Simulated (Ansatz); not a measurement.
Basis sets compared for Li₂H₃ (the lowest doublet isomer of a short search). Total charge 0; doublet. Geometry PBE0-D4/def2-TZVP. Ansatz on 4 threads of Arm Neoverse V1 on a shared host; times are rough, and most runs start from earlier orbitals.

```csv
atom,x (Å),y (Å),z (Å)
Li1,2.266,1.060,-0.016
Li2,-0.219,0.598,0.448
H3,-1.856,-0.597,0.131
H4,-1.278,-0.937,-0.218
H5,1.087,-0.123,-0.345
```

In the doublet, H3 and H4 lie 0.76 Å apart (atoms count from 1), so H2 has formed as a molecule. The structure comes from a short search, and lower isomers may exist.

Binding counts from free atoms (Li doublet, H doublet) in the same basis, without a counterpoise term.

```tsv
level	functions	energy (Eh)	HOMO (eV)	LUMO (eV)	binding per atom (eV)	wall time
PBE-D4/def2-SVP	33	-16.7010	-2.46	-1.56	1.62	0.35 s
PBE-D4/def2-TZVP	46	-16.7198	-2.62	-1.65	1.62	0.35 s
r2SCAN-D4/def2-TZVP	46	-16.7605	-2.63	-1.44	1.64	0.85 s
PBE0-D4/def2-SVP	33	-16.7136	-2.98	-1.05	1.60	0.3 s
PBE0-D4/def2-TZVP	46	-16.7312	-3.14	-1.12	1.60	0.5 s
```

(1) Estimate the rows for PBE-D4/def2-TZVPD, r2SCAN-D4/def2-TZVPD, PBE0-D4/def2-TZVPD.

Answers

(1) 
```json
{"level": "PBE-D4/def2-TZVPD", "functions": "61", "energy (Eh)": "-16.7221", "HOMO (eV)": "-2.63", "LUMO (eV)": "-1.69", "binding per atom (eV)": "1.63", "wall time": "0.45 s"}
{"level": "r2SCAN-D4/def2-TZVPD", "functions": "61", "energy (Eh)": "-16.7629", "HOMO (eV)": "-2.64", "LUMO (eV)": "-1.48", "binding per atom (eV)": "1.65", "wall time": "1 s"}
{"level": "PBE0-D4/def2-TZVPD", "functions": "61", "energy (Eh)": "-16.7337", "HOMO (eV)": "-3.14", "LUMO (eV)": "-1.18", "binding per atom (eV)": "1.61", "wall time": "0.45 s"}
```
